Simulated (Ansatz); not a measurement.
Cost against result

The pair of NH3 (SMILES N, atoms 1–4) and CH3F (SMILES CF, atoms 5–9), both closed shells, in one local arrangement (a lower one may exist), relaxed at PBE0-D4/def2-TZVP:

N1  (0.011, -0.142, -1.783)
H2  (-0.802, -0.182, -2.386)
H3  (-0.094, 0.674, -1.191)
H4  (0.814, 0.020, -2.379)
C5  (0.022, -0.139, 1.571)
F6  (-0.141, 1.143, 1.072)
H7  (-0.843, -0.384, 2.190)
H8  (0.932, -0.163, 2.176)
H9  (0.102, -0.828, 0.729)
(Å)

Interaction energies are counterpoise-corrected; the time is that of the whole pair.

Ansatz 0.2.0; basis: as named in each row; cores frozen in the correlated methods. B3LYP uses VWN-RPA correlation. Extrapolation: Hartree–Fock as exp(−7.88 √X), correlation as X^−2.97.

Times are rough, for one single point on 4 threads of a shared host (Arm Neoverse N1).

The estimate by CCSD(T) at an estimated basis limit (MP2 extrapolated from triple and quadruple zeta, plus CCSD(T) − MP2 in triple zeta) is -11.9 kJ/mol.

```csv
method,basis,time (s),interaction energy (kJ/mol),method less estimate
HF,STO-3G,under 1,-0.4,11.6
PBE-D4,STO-3G,under 1,-8.3,3.6
SPW92,def2-SVP,under 1,-19.3,-7.4
B3LYP-D4,6-31G,under 1,-16.2,-4.3
PBE-D4,def2-SVP,under 1,-12.2,-0.3
PBE0-D4,def2-SVP,under 1,-12.2,-0.3
CCSD(T),def2-SVP,2,-6.7,5.2
PBE-D4,def2-TZVPPD,2,-12.1,-0.1
revPBE-D4,def2-TZVPPD,2,-9.8,2.1
BLYP-D4,def2-TZVPPD,2,-10.4,1.6
wB97M-V,def2-SVP,2,-11.2,0.7
PBE0-D4,def2-TZVPPD,2,-11.9,0.0
B3LYP-D4,def2-TZVPPD,2,-11.4,0.5
HSE06-D4,def2-TZVPPD,2,-11.9,0.1
r2SCAN-D4,def2-TZVPPD,3,-11.5,0.4
B2PLYP,def2-TZVPPD,4,-9.1,2.9
wB97X-V,def2-TZVPPD,6,-11.8,0.2
wB97M-V,def2-TZVPPD,6,-11.7,0.3
B97M-V,def2-TZVPPD,8,-11.7,0.2
MP2,def2-QZVPPD,14,-11.2,0.7
CCSD(T),def2-TZVPPD,69,-10.9,1.1
```

The T1 diagnostic stays at or below 0.011.
